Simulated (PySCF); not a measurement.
Structure problem from calculated spectra and properties.

Formula: C4H8.

- Couplings: largest of the computed one-bond spin–spin couplings (means over like bonds): 13C–1H +165.7 (×2), 13C–1H +132.5 (×6), 13C–13C +78.4, 13C–13C +44.4 (×2) Hz [B3LYP/pcJ-1, spin–dipole term left out]
- Rotational structure: rotational constants A, B, C: 9.131, 8.418, 4.633 GHz [PBE0-D3(BJ)/def2-SVP]
- Dipole: 0.59 D [HF/pcSseg-2]
- 13C NMR: chemical shifts (computed TMS as zero) by class: 156.9 (1 C), 118.1 (1 C), 24.8 (2 C) ppm [GIAO HF/pcSseg-2]
- 1H NMR: chemical shifts (computed TMS as zero) by class: 4.92 (2 H), 1.77 (6 H) ppm [GIAO HF/pcSseg-2]

Electronic properties: PySCF, gas phase, density fitting. Levels stand in brackets. Isolated species at its PBE0-D3(BJ)/def2-SVP geometry, gas phase. NMR values are class means; diastereotopic atoms form classes of their own.

**Question.** What is the compound? Reason from the data.

**Answer.** Numbering: `[CH2:1]=[C:2]([CH3:3])[CH3:4]`. Its formula, C4H8, gives 1 degree of unsaturation: 0 rings and 1 π bond in the structure found. 4 carbons fall into 3 classes; from least to most shielded: fully substituted alkene carbon [C2] (156.9 ppm), terminal =CH2 carbon [C1] (118.1 ppm), allylic carbon [C3/C4] (24.8 ppm, 2 C). Hydrogen classes from least to most shielded: 2 H on a terminal =CH2 carbon, C1 (4.92 ppm), 6 H on 2 allylic carbons, C3/C4 (1.77 ppm). The couplings run between: +165.7 Hz, terminal =CH2 carbon [C1] and its hydrogen (with 1 like pair); +132.5 Hz, allylic carbon [C3] and its hydrogen (with 5 like pairs); +78.4 Hz, terminal =CH2 carbon [C1] and fully substituted alkene carbon [C2]; +44.4 Hz, fully substituted alkene carbon [C2] and allylic carbon [C3] (with 1 like pair). The optimised geometry has point group C2v and is an asymmetric top. Structure: `CC(C)=C`. Computed isomers that give other values at the same levels: `C/C=C\C` (rotational constant A: 16.325 GHz; this holds for the one conformer computed); `C/C=C/C` (rotational constant A: 34.652 GHz; this holds for the one conformer computed); `CC1CC1` (rotational constant A: 15.666 GHz; this holds for the one conformer computed). The assignments are read from this structure; whether some other isomer fits the data as well wasn't checked.
